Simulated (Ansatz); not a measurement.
# SiNH (triplet): from Hartree-Fock to the top rungs at distance Si1–N2 = 1.297 Å, 6-31G

How much of the correlation energy of SiNH (triplet) does each wave-function method recover here?

Method: 6-31G, core rule «outside noble gas», up to 6 orbitals frozen; program: Ansatz 0.2.0, Gaussian basis.

The runs, in order: UHF; CCSD(T) on ROHF; CCSD(T) on UHF; BCCD(T) on ROHF; CISD; CCSDT(Q) on ROHF; CCSDT(Q) on UHF; CCSDTQ on ROHF; CCSDTQ on UHF; CASSCF and MRCISD+Q, 4 electrons in 4 orbitals; CASSCF and NEVPT2, 4 electrons in 4 orbitals; CASSCF and MRCISD+Q, 10 electrons in 9 orbitals; CASSCF and NEVPT2, 10 electrons in 9 orbitals; Full CI.

3 further runs of the same task are left out: 2 for a known fault of the program, 1 that didn't finish.

## Step 1: The system

The geometry derives from a PBE0/def2-TZVP stationary point (not a proven minimum). One bond is set to the value named and the two fragments are kept rigid.

3 atoms, charge 0, spin multiplicity 3.

Atoms are counted from 1 here; the program's logs count them from 0.

Bond lengths: Si1–N2 1.297 Å, Si1–H3 1.520 Å. Angles: N2–Si1–H3 110.7°.

## Step 2: UHF

in.yaml reads:

```yaml
crystal:
  periodic: [false, false, false]
  atoms:
    - {symbol: Si, position_ang: [0.000000, -0.082516, 0.401888]}
    - {symbol: N, position_ang: [0.000000, 0.074535, -0.885569]}
    - {symbol: H, position_ang: [0.000000, 1.263494, 1.107876]}
basis:
  gaussian: {orbitals: 6-31G}
magnetization: {spin_polarized: true, initial_magnetization: 2}
hamiltonian: {xc: hf}
output: {orbitals: {seedname: orbitals}}
```

Launch:

```bash
> ansatz run in.yaml --threads 1 --pin off --events-out ev --progress --plain --max-ram 4096MiB --backend cpu
```

The runs that follow: CCSD(T) on ROHF; CCSD(T) on UHF; BCCD(T) on ROHF; CISD; CCSDT(Q) on ROHF; CCSDT(Q) on UHF; CCSDTQ on ROHF; CCSDTQ on UHF; CASSCF and MRCISD+Q, 4 electrons in 4 orbitals; CASSCF and NEVPT2, 4 electrons in 4 orbitals; CASSCF and MRCISD+Q, 10 electrons in 9 orbitals; CASSCF and NEVPT2, 10 electrons in 9 orbitals; Full CI.

**Question.** What will the summary of the whole plan be? Wanted: FCI below the RHF energy; RMP2 from FCI; UMP2 from FCI; RCCSD from FCI; RCCSD(T) from FCI; UCCSD(T) from FCI; RCCSDT(Q) from FCI; UCCSDT(Q) from FCI; NEVPT2 pair from FCI.

The runs gave:

| quantity | value |
| --- | --- |
| FCI below the RHF energy | -4.3796 eV |
| RMP2 from FCI | +14.98 kcal/mol |
| UMP2 from FCI | +16.81 kcal/mol |
| RCCSD from FCI | +3.86 kcal/mol |
| RCCSD(T) from FCI | +0.88 kcal/mol |
| UCCSD(T) from FCI | +1.04 kcal/mol |
| RCCSDT(Q) from FCI | +0.02 kcal/mol |
| UCCSDT(Q) from FCI | -0.01 kcal/mol |
| NEVPT2 pair from FCI | +12.99 kcal/mol |
| MRCISD+Q pair from FCI | +1.46 kcal/mol |
| NEVPT2 valence from FCI | +9.83 kcal/mol |
| levels within 1 kcal/mol (43 meV) | RCCSD(T), BCCD(T), RCCSDT, UCCSDT, RCCSDT(Q), UCCSDT(Q), RCCSDTQ, UCCSDTQ, MRCISD+Q valence |
| T1 diagnostic | 0.039 |
| effectively unpaired electrons | 2.07 |

What this shows: RCCSD(T) misses by +0.88 kcal/mol, 0.9 % of the correlation energy. One determinant dominates. Of the multireference levels listed MRCISD+Q valence comes nearest in total energy (+0.86 kcal/mol), which doesn't show that its space is the better one. These misses are within one basis, not against nature; the frozen cores of restricted and unrestricted runs differ, which can shift their rows.
